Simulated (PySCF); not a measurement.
Job file and geometry (Å, from GFN2-xTB) of an NMR shielding run on `InChI=1S/C5H10S/c6-5-3-1-2-4-5/h5-6H,1-4H2`, PySCF, GIAO PBE0/pcSseg-1 NMR shielding, non-relativistic, gas phase; density fitting, a coarse starting grid and PySCF grid level 2 are the driver's defaults:

```
{"job": {"kind": "nmr", "xc": "PBE0", "basis": "pcSseg-1"}, "charge": 0, "multiplicity": 1}
S      2.269776     0.711023    -0.439317
C      1.082806    -0.464627     0.318547
C      0.130167     0.225448     1.287350
C     -1.003353     0.766522     0.406222
C     -0.987822    -0.081112    -0.882131
C      0.154439    -1.091663    -0.714474
H      1.353248     1.508519    -0.977749
H      1.729639    -1.194341     0.806651
H     -0.254842    -0.519210     1.986822
H      0.622008     1.009274     1.861468
H     -1.961572     0.698252     0.918692
H     -0.832984     1.818195     0.173110
H     -1.937348    -0.590509    -1.038167
H     -0.810215     0.550458    -1.753429
H      0.665074    -1.304726    -1.652456
H     -0.226620    -2.032560    -0.312549
```

Problem. What does the program print?

Solution. 
```
coarse grid: 13256 points
cycle   1  E = -594.2443802067  dE =  6.290e-01  |g| = 3.467e-01  |ddm| = 3.488e+00
cycle   2  E = -594.2428378824  dE =  1.542e-03  |g| = 3.788e-01  |ddm| = 7.063e-01
cycle   3  E = -594.2793950342  dE = -3.656e-02  |g| = 4.901e-02  |ddm| = 3.619e-01
cycle   4  E = -594.2798896561  dE = -4.946e-04  |g| = 2.084e-02  |ddm| = 8.382e-02
cycle   5  E = -594.2799878794  dE = -9.822e-05  |g| = 5.509e-03  |ddm| = 2.687e-02
cycle   6  E = -594.2799941426  dE = -6.263e-06  |g| = 1.896e-03  |ddm| = 6.182e-03
final grid: 121512 points
cycle   7  E = -594.3201440488  dE = -4.316e-05  |g| = 8.990e-03  |ddm| = 3.228e-02
cycle   8  E = -594.3201300016  dE =  1.405e-05  |g| = 1.172e-02  |ddm| = 1.895e-02
cycle   9  E = -594.3201643315  dE = -3.433e-05  |g| = 7.746e-04  |ddm| = 1.132e-02
cycle  10  E = -594.3201644528  dE = -1.213e-07  |g| = 2.983e-04  |ddm| = 1.109e-03
cycle  11  E = -594.3201644745  dE = -2.172e-08  |g| = 5.121e-05  |ddm| = 2.999e-04
cycle  12  E = -594.3201644751  dE = -5.730e-10  |g| = 1.247e-05  |ddm| = 6.289e-05
converged SCF energy = -594.3201644751

GIAO shielding tensors (ppm)
atom      isotropic    diamagn.    paramagn.     s11        s22        s33       span
  0 S      544.826    1055.910    -511.084    297.195    569.380    767.902    470.707
  1 C      138.803     248.645    -109.842    124.636    144.950    146.822     22.186
  2 C      146.550     247.023    -100.472    119.741    145.932    173.978     54.237
  3 C      163.973     246.861     -82.888    131.218    175.017    185.683     54.465
  4 C      163.969     246.860     -82.891    131.240    174.964    185.702     54.463
  5 C      146.576     247.025    -100.448    119.788    146.016    173.924     54.136
  6 H       29.772      30.683      -0.911     22.238     30.853     36.225     13.987
  7 H       28.744      31.089      -2.345     23.987     26.604     35.641     11.655
  8 H       29.747      30.638      -0.891     24.549     27.395     37.297     12.748
  9 H       29.785      30.242      -0.457     25.430     27.863     36.062     10.632
 10 H       29.927      29.714       0.214     24.604     27.565     37.612     13.009
 11 H       29.782      30.377      -0.596     26.114     26.916     36.315     10.202
 12 H       29.927      29.715       0.212     24.606     27.564     37.612     13.006
 13 H       29.782      30.373      -0.591     26.114     26.913     36.318     10.205
 14 H       29.786      30.238      -0.452     25.430     27.860     36.068     10.638
 15 H       29.748      30.640      -0.892     24.548     27.397     37.300     12.751
```

Problem. Turn these shieldings into chemical shifts. References, each an isolated molecule treated in the same way: 33S (503.73 ppm) against CS2; 13C (186.93 ppm) and 1H (31.72 ppm) against TMS.

Solution. Averaging equivalent atoms: S 0: -41; C 1: 48.1; C 2/5: 40.4; C 3/4: 23.0; H 7: 2.97; H 8/15: 1.97; H 6: 1.95; H 11/13: 1.94; H 9/14: 1.93; H 10/12: 1.79 ppm. 

Size and cost of the density-fitted run: 159 basis functions, 17 s wall time on 1 thread of an Arm Neoverse V1, shared host.
